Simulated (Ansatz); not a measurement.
## [H···H···F], doublet in cc-pVDZ: errors against full CI

Geometry: a point of a hydrogen-transfer path between rigid fragments, not a stationary point.

```json
{"atom": "H", "x (Å)": "0.0000", "y (Å)": "0.0000", "z (Å)": "-1.0070"}
{"atom": "H", "x (Å)": "0.0000", "y (Å)": "0.0000", "z (Å)": "-0.1220"}
{"atom": "F", "x (Å)": "0.0000", "y (Å)": "0.0000", "z (Å)": "1.1290"}
```

Basis cc-pVDZ; Ansatz 0.2.0. Only valence electrons are correlated (noble-gas cores frozen), which leaves 9 electrons in 23 orbitals. Prefix R: restricted or restricted open-shell reference; prefix U: unrestricted. Active spaces: pair = (3e, 3o) about the gap; valence = (9e, 6o) chosen from the atoms' valence shells.

Full CI is exact within this basis and frozen core; it isn't the basis-set limit. The frozen core follows each run's orbitals, which can shift R against U totals by a few meV.

For open shells CISD is restricted-active-space CI with the open shells as a complete middle space.

- UHF ⟨S²⟩: 0.803
- T1 diagnostic (RCCSD): 0.0523
- largest doubles amplitude (RCCSD): 0.069
- T1 diagnostic (UCCSD): 0.0290

| level | E − E(full CI) (kJ/mol) | share of correlation (%) | wall time |
| --- | --- | --- | --- |
| RHF | 605.5 | 0.00 | – |
| UHF | 565.5 | 6.60 | – |
| RMP2 | 68.6 | 88.67 | – |
| UMP2 | 61.6 | 89.83 | – |
| CISD | 41.4 | 93.16 | 0.55 s |
| RCCSD | 8.8 | 98.55 | – |
| UCCSD | 7.9 | 98.69 | – |
| RCCSD(T) | 1.8 | 99.69 | 0.77 s |
| UCCSD(T) | 1.7 | 99.72 | 0.73 s |
| BCCD(T) | 1.9 | 99.69 | 0.7 s |
| RCCSDT | 1.1 | 99.82 | – |
| UCCSDT | 1.0 | 99.83 | – |
| RCCSDT(Q) | 0.0 | 100.00 | 3.9 s |
| UCCSDT(Q) | 0.0 | 100.00 | 3.4 s |
| RCCSDTQ | 0.0 | 99.99 | 15 s (H100) |
| UCCSDTQ | 0.0 | 100.00 | 15 s (H100) |
| CASSCF (pair space) | 507.5 | 16.19 | – |
| NEVPT2 (pair space) | 34.0 | 94.38 | 0.22 s |
| MRCISD (pair space) | 24.8 | 95.91 | – |
| MRCISD+Q (pair space) | 6.0 | 99.02 | 0.33 s |
| CASSCF (valence space) | 501.8 | 17.13 | – |
| NEVPT2 (valence space) | 75.9 | 87.46 | 0.21 s |
| NEVPT4(SD) (valence space) | 9.5 | 98.43 | 0.46 s |
| MRCISD (valence space) | 23.6 | 96.10 | – |
| MRCISD+Q (valence space) | 5.3 | 99.12 | 0.52 s |

The correlation energy at full CI, counted from RHF, is -6.276 eV. That run took 15 s on 2 threads of AMD EPYC 7R13 with a shared H100 80 GB, shared host over 74,488,220 determinants.

Times hold each run's SCF and search for its determinant on a shared host, so for small cases they say little of a method's own cost; rows without a card ran on 1 thread of AMD EPYC 7R13.

The full-CI state has the irrep A1 of C2v, in the program's axes (one component, if the state is degenerate).

Natural occupations of full CI about the gap: 1.987 1.978 1.978 1.946 1.001 0.039 0.016 0.016 0.009 0.005; effectively unpaired electrons, Σ n²(2−n)², 1.02.
